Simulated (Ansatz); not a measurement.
Reaction (formal loss of a carbene): `CC(F)OC=N` → `[CH]F` + `COC=N`

Isolated molecules relaxed with PBE0-D4/def2-TZVP in Ansatz; ΔE leaves out vibrations. CBS: MP2 limit from def2 TZ/QZ plus the TZ coupled-cluster correction, frozen cores. This one scheme is used for every species. Functionals use def2-TZVPP. One conformer a species, not always the lowest.

```
        level  ΔE (kcal/mol)
    r2SCAN-D4          104.5
       r2SCAN          104.1
HF/def2-QZVPP           88.6
 HF/CBS(def2)           88.5
```

(1) What does CCSD(T)/CBS give? (Estimate.)

Largest T1 diagnostic among the species: 0.018.

Answers

(1) Computed: +99.1 kcal/mol. The listed levels differ from it by 5.4, 5.0, -10.5, -10.6 kcal/mol.

The D4 term adds +2.4 kcal/mol with B3LYP and +1.3 kcal/mol with PBE0; it sums over pairs of atoms, weighted by their polarisabilities, and B3LYP, whose exchange is more repulsive, gets the larger term. In def2-TZVPP, CCSD(T) changes the Hartree–Fock value by +9.1 kcal/mol (the triples alone add +0.7 kcal/mol) and MP2 by +15.6 kcal/mol. From PBE to PBE0 (25 % exact exchange), in def2-TZVPP and without D4, ΔE moves by +2.8 kcal/mol.

B3LYP here is the variant with VWN-RPA as its local correlation; programs differ in this.
